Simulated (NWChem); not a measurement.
**Correlation energy of acetonitrile (C2H3N)**

```xyz
6

C      0.0096    -1.1749     0.0000
C     -0.0023     0.2783     0.0000
N     -0.0118     1.4351     0.0000
H     -0.5029    -1.5596     0.8932
H     -0.5029    -1.5596    -0.8932
H      1.0441    -1.5468     0.0000
```
Charge 0, spin multiplicity 1.

Everything below was run with NWChem. Structure: optimised with PBE0/def2-SVP, a minimum by its harmonic frequencies.

Basis set: 6-311G**. Each correlation energy counts from its own Hartree-Fock reference.

| method | correlation energy (mHa) | difference from CCSD(T) |
|---|---|---|
| SCS-MP2 | -441.7 | +44.7 |
| CR-CCSD[T] | -482.6 | +3.8 |
| CCSD+T(CCSD) | -487.3 | -1.0 |
| CR-CCSD(T) | -481.8 | +4.5 |
| CCSD | -466.8 | +19.6 |
| MP2 | -448.4 | +37.9 |
| CCSD(T) | -486.4 | 0.0 |

The values span 45.6 mHa, from CCSD+T(CCSD) (lowest) to SCS-MP2 (highest). 

The correlated methods keep 3 core orbitals frozen. The Pople sets run with spherical d functions. No row is a measurement; the coupled-cluster row has its own basis-set and correlation limits.
